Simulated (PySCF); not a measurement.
`C#CC#CF`, C$_{4}$HF

Cartesian coordinates in Å; atom numbers follow the order of the lines, from 1:
```xyz
6

C    -1.7321   -0.2096    0.9213
C    -0.6447   -0.0793    0.4209
C     0.5876    0.0702   -0.1452
C     1.6707    0.2034   -0.6417
F     2.8145    0.3419   -1.1673
H    -2.6930   -0.3245    1.3637
```

Computed with quadratic response CAM-B3LYP/aug-cc-pVTZ first hyperpolarisability, Taylor convention, gas phase (PySCF 2.14.0). Geometry: PBE0-D3(BJ)/def2-TZVP.

Problem. Give the tensor of the static β(0;0,0) in the axes of these coordinates.

Solution. In au, Taylor convention; rows are the first index (the induced dipole):
|  | xx | yy | zz | xy | xz | yz |
| --- | --- | --- | --- | --- | --- | --- |
| x | +242.2 | +36.3 | +63.7 | +21.0 | -79.8 | -7.7 |
| y | +21.0 | +12.8 | +7.8 | +36.3 | -7.7 | -16.7 |
| z | -79.8 | -16.7 | -60.7 | -7.7 | +63.7 | +7.8 |

Norm of βᵢ = ⅓ Σⱼ (βᵢⱼⱼ + βⱼᵢⱼ + βⱼⱼᵢ): 378.9 au, hyper-Rayleigh value 143.2 au.
